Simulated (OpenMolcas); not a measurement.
# A workflow on triplet AlH

We compute the energy (UHF/pcseg-0), then the energy (CASSCF(2,2)/pcseg-0), then the energy (CASPT2(2,2)/pcseg-0), then a single-point energy (SC-NEVPT2(2,2)/pcseg-0), then the energy (MRCI(2,2)/pcseg-0) of triplet AlH. 

The results are computed with OpenMolcas 26.06.

### 1 Starting point

AlH has 2 atoms, charge 0, and is taken as a triplet. As SMILES of the parent species, `[AlH]`. The shape comes from GFN2-xTB, which is rough for such elements, and wasn't checked as a minimum. That shape belongs to the parent species and isn't relaxed for this state.

Bond lengths: Al1–H2 1.613 Å.

### 2 The energy at UHF/pcseg-0 (run 1)

The input, input.xyz:

```xyz
2

Al     0.000000     0.000000     0.000000
H      0.000000     0.000000     1.613470
```

The input, step1.inp:

```
* AlH Hartree-Fock

&gateway
 baslib=$CurrDir
 coord=input.xyz
 basis=pcseg-0
 group=NoSym

&seward

&scf
 uhf
 spin=3
 scramble=0.25
 prorbitals=1 1
```

The basis set pcseg-0 is read from a file made from the Basis Set Exchange's data (not shown).

Launch:

```sh
export MOLCAS_MEM=1860
pymolcas step1.inp > step1.log
```

Log:

```text
--- Start Module: gateway ---
[...]
--- Stop Module: gateway /rc=_RC_ALL_IS_WELL_ ---
--- Start Module: seward ---
[...]
      Basis functions           15
--- Stop Module: seward /rc=_RC_ALL_IS_WELL_ ---
--- Start Module: scf ---
[...]
       Convergence after  16 Iterations
[...]
::    Total SCF energy                               -242.1015728682
[...]
      Total spin, S                                     1.0011686168
[...]
      Total electronic charge=   14.000000
      Total            charge=   -0.000000
[...]
      Dipole Moment (debye):
      Origin of the operator (angstrom)=    0.0000    0.0000    0.0581
                   X=  2.5342E-06               Y= -1.5943E-06               Z= -1.2758E+00           Total=  1.2758E+00
      Quadrupole Moment (debye*angstrom):
[...]
--- Stop Module: scf /rc=_RC_ALL_IS_WELL_ ---
[...]
```

Run time: 1.9 s. Hardware: 1 thread of Arm Neoverse V1, shared host; peak memory 0.37 GiB.

### 3 The energy at CASSCF(2,2)/pcseg-0 (run 2)

input.xyz is that of step 2.

The input, step2.inp:

```
>>> EXPORT MOLCAS_PRINT=2

&GATEWAY
  BasLib=$CurrDir
  Coord=input.xyz
  Basis=pcseg-0
  Group=NoSym

&SEWARD

&RASSCF
  FileOrb=$CurrDir/step1.UnaOrb
  Spin=3
  Nactel=2 0 0
  Inactive=6
  Ras2=2
  OrbListing=Nothing
  OrbAppear=Compact
```

The basis set pcseg-0 is read from a file made from the Basis Set Exchange's data (not shown).

Launch:

```sh
export MOLCAS_MEM=1860
pymolcas step2.inp > step2.log
```

Log:

```text
--- Start Module: gateway ---
[...]
--- Stop Module: gateway /rc=_RC_ALL_IS_WELL_ ---
--- Start Module: seward ---
[...]
      Basis functions           15
--- Stop Module: seward /rc=_RC_ALL_IS_WELL_ ---
--- Start Module: rasscf ---
[...]
      Number of active orbitals                  2
[...]
      Spin quantum number                      1.0
[...]
      Active orbitals                            2
[...]
      Number of CSFs                             1
[...]
      Number of root(s) required                 1
[...]
      Convergence after  8 iterations
[...]
      printout of CI-coefficients larger than  0.05 for root  1
      energy=    -242.100958
      conf/sym  11     Coeff  Weight
             1  uu   1.00000 1.00000
      Natural orbitals and occupation numbers for root  1
      sym 1:   1.000000   1.000000
      ************************************************************************************************************************
      *                                                    Final results                                                     *
[...]
::    RASSCF root number  1 Total energy:   -242.10095800
[...]
      Total electronic charge=   14.000000
      Total            charge=   -0.000000
[...]
      Dipole Moment (debye):
      Origin of the operator (angstrom)=    0.0000    0.0000    0.0581
                   X=  1.1832E-07               Y= -4.1583E-08               Z= -1.2981E+00           Total=  1.2981E+00
      Quadrupole Moment (debye*angstrom):
[...]
--- Stop Module: rasscf /rc=_RC_ALL_IS_WELL_ ---
[...]
```

Run time: 1.7 s. Hardware: 1 thread of Arm Neoverse V1, shared host; peak memory 0.37 GiB.

### 4 The energy at CASPT2(2,2)/pcseg-0 (run 3)

input.xyz is that of step 3.

The input, step3.input:

```
&GATEWAY
  BasLib=$CurrDir
  Coord=input.xyz
  Basis=pcseg-0
  Group=NoSym

&SEWARD

&RASSCF
  FileOrb=$CurrDir/step2.RasOrb
  Spin=3
  Nactel=2 0 0
  Inactive=6
  Ras2=2
  OrbListing=Nothing
  OrbAppear=Compact

&CASPT2
  Imaginary=0.1
  Frozen=5
```

The basis set pcseg-0 is read from a file made from the Basis Set Exchange's data (not shown).

Launch:

```sh
export MOLCAS_MEM=1860
pymolcas step3.input > step3.log
```

Log:

```text
--- Start Module: gateway ---
[...]
--- Stop Module: gateway /rc=_RC_ALL_IS_WELL_ ---
[...]
      Basis functions           15
[...]
--- Start Module: rasscf ---
[...]
      Number of active orbitals                  2
[...]
      Spin quantum number                      1.0
[...]
      Active orbitals                            2
[...]
      Number of CSFs                             1
[...]
      Number of root(s) required                 1
[...]
      Convergence after  4 iterations
[...]
      printout of CI-coefficients larger than  0.05 for root  1
      energy=    -242.100958
      conf/sym  11     Coeff  Weight
             1  uu   1.00000 1.00000
      Natural orbitals and occupation numbers for root  1
      sym 1:   1.000000   1.000000
      ************************************************************************************************************************
      *                                                    Final results                                                     *
[...]
::    RASSCF root number  1 Total energy:   -242.10095800
[...]
      Total electronic charge=   14.000000
      Total            charge=   -0.000000
[...]
      Dipole Moment (debye):
      Origin of the operator (angstrom)=    0.0000    0.0000    0.0581
                   X=  5.3510E-08               Y= -1.9913E-08               Z= -1.2981E+00           Total=  1.2981E+00
      Quadrupole Moment (debye*angstrom):
[...]
--- Stop Module: rasscf /rc=_RC_ALL_IS_WELL_ ---
--- Start Module: caspt2 ---
[...]
 ###    WARNING: User changed nr of frozen orbitals.                         ###
 ###############################################################################
[...]
      E2 (Variational):          -0.0177996650
      Total energy:            -242.1187576609
[...]
      Reference weight:           0.98971
[...]
::    CASPT2 Root  1     Total energy:   -242.11875766
[...]
--- Stop Module: caspt2 /rc=_RC_ALL_IS_WELL_ ---
[...]
```

Wall time 1.8 s (1 thread of Arm Neoverse V1, shared host); peak memory 0.37 GiB.

### 5 A single-point energy at SC-NEVPT2(2,2)/pcseg-0 (run 4)

input.xyz is that of step 4.

The input, step4.inp:

```
&GATEWAY
  BasLib=$CurrDir
  Coord=input.xyz
  Basis=pcseg-0
  Group=NoSym

&SEWARD

&RASSCF
  FileOrb=$CurrDir/step2.RasOrb
  Spin=3
  Nactel=2 0 0
  Inactive=6
  Ras2=2
  OrbListing=Nothing
  OrbAppear=Compact

&CASPT2
  SC-NEVPT2
  Frozen=5
```

The basis set pcseg-0 is read from a file made from the Basis Set Exchange's data (not shown).

Launch:

```sh
export MOLCAS_MEM=1860
pymolcas step4.inp > step4.log
```

Log:

```text
--- Start Module: gateway ---

                                              &GATEWAY

                       available to each process: 1.9 GB of memory, 1 thread

 Basis Set     1 Label: AL.PCSEG-0
 Basis set is read from library:.
 basistype.tbl is not found

 Basis Set     2 Label: H.PCSEG-0
 Basis set is read from library:.
 basistype.tbl is not found

++    Symmetry information:
      ---------------------

                    Character Table for C1

                             E
                    a        1  x, y, xy, Rz, z, xz, Ry, yz, Rx, I
--

++    Basis set information:
      ----------------------

      Basis set label: AL.PCSEG-0.........

[... 151 lines left out ...]
                                         RASSCF iterations: Energy and convergence statistics
[... 19 lines left out ...]
      printout of CI-coefficients larger than  0.05 for root  1
[... 4 lines left out ...]
      Natural orbitals and occupation numbers for root  1
[... 10 lines left out ...]
      RASSCF energy for state  1                   -242.10095800
[... 13 lines left out ...]
      Von Neumann Entropy (Root   1) =  1.00000
[... 57 lines left out ...]
      Spin density orbitals for root   1 are written to the SPDORB.1 file
[... 74 lines left out ...]
 Compute H0 matrices for state    1
[... 4 lines left out ...]
********************************************************************************
  NEVPT2 EQUATION SOLUTION
--------------------------------------------------------------------------------
 ###############################################################################
 ###    Location: AixRd                                                      ###
 ###    File: LUCIEX                                                         ###
 ###    Premature abort while reading buffer from disk                       ###
 ###    End of file reached                                                  ###
 ###############################################################################

--- Stop Module: caspt2 /rc=-6 ---

.########################.
.# Non-zero return code #.
.########################.

    Timing: Wall=1.56 User=1.13 System=0.40
```

Wall time 1.8 s (1 thread of Arm Neoverse V1, shared host); peak memory 0.37 GiB.

The job broke off with an error.

### 6 The energy at MRCI(2,2)/pcseg-0 (run 5)

input.xyz is that of step 5.

The input, step5.input:

```
* AlH MRCI
&GATEWAY
BasLib=$CurrDir
Coord=input.xyz
Basis=pcseg-0
Group=NoSym
&SEWARD
&RASSCF
FileOrb=$CurrDir/step2.RasOrb
Spin=3
Nactel=2 0 0
Inactive=6
Ras2=2
OrbListing=Nothing
OrbAppear=Compact
&MOTRA
LumOrb
Frozen=5
&GUGA
Electrons=4
Spin=3
Inactive=1
Active=2
CIAll=1
&MRCI
SDCI
```

The basis set pcseg-0 is read from a file made from the Basis Set Exchange's data (not shown).

Launch:

```sh
export MOLCAS_MEM=1860
pymolcas step5.input > step5.log
```

Log:

```text
--- Start Module: gateway ---
[...]
--- Stop Module: gateway /rc=_RC_ALL_IS_WELL_ ---
[...]
      Basis functions           15
[...]
      Number of active orbitals                  2
[...]
      Spin quantum number                      1.0
[...]
      Active orbitals                            2
[...]
      Number of CSFs                             1
[...]
      Number of root(s) required                 1
[...]
      Convergence after  4 iterations
[...]
      printout of CI-coefficients larger than  0.05 for root  1
      energy=    -242.100958
      conf/sym  11     Coeff  Weight
             1  uu   1.00000 1.00000
      Natural orbitals and occupation numbers for root  1
      sym 1:   1.000000   1.000000
      ************************************************************************************************************************
      *                                                    Final results                                                     *
[...]
::    RASSCF root number  1 Total energy:   -242.10095800
[...]
      Dipole Moment (debye):
      Origin of the operator (angstrom)=    0.0000    0.0000    0.0581
                   X=  5.3510E-08               Y= -1.9913E-08               Z= -1.2981E+00           Total=  1.2981E+00
      Quadrupole Moment (debye*angstrom):
[...]
      *** WARNING: Default frozen orbitals is overwritten by user input.
      *** Default values:   2
[...]
--- Start Module: guga ---
[...]
--- Stop Module: guga /rc=_RC_ALL_IS_WELL_ ---
--- Start Module: mrci ---
[...]
       (But an ACPF correction will be computed)
       USE THE DEFAULT ACPF G-VALUE GFAC=  0.50000000000000000
[...]
                      CI ENERGY:  -242.12902996
[...]
                ACPF CORRECTION:    -0.00050109
[...]
      Total electronic charge=   14.000000
      Total            charge=   -0.000000
[...]
     ACPF CORRECTION:     -0.00050109
[...]
  CI State   1     Total energy:   -242.12902996     QDav:     -0.00102040     QACPF:     -0.00050109
[...]
--- Stop Module: mrci /rc=_RC_ALL_IS_WELL_ ---
[...]
```

It took 1.9 s on 1 thread of Arm Neoverse V1, shared host; peak memory 0.37 GiB.

### 7 Results

```
                                                  quantity                value
                          run 1, UHF/pcseg-0: total energy        -242.10157 Eh
                         run 1, UHF/pcseg-0: dipole moment               1.28 D
    run 1, UHF/pcseg-0: HOMO energy (highest over α and β)             -6.40 eV
     run 1, UHF/pcseg-0: LUMO energy (lowest over α and β)              0.01 eV
                                  run 1, UHF/pcseg-0: ⟨S²⟩                2.004
                  run 2, CASSCF(2,2)/pcseg-0: total energy        -242.10096 Eh
run 2, CASSCF(2,2)/pcseg-0: dipole moment (CASSCF density)               1.30 D
                  run 3, CASPT2(2,2)/pcseg-0: total energy        -242.11876 Eh
run 3, CASPT2(2,2)/pcseg-0: dipole moment (CASSCF density)               1.30 D
                    run 5, MRCI(2,2)/pcseg-0: total energy        -242.12903 Eh
  run 5, MRCI(2,2)/pcseg-0: dipole moment (CASSCF density)               1.30 D
                             run 4, SC-NEVPT2(2,2)/pcseg-0  no result (crashed)
```

**Reading.** 1 of the 5 runs did not end normally.
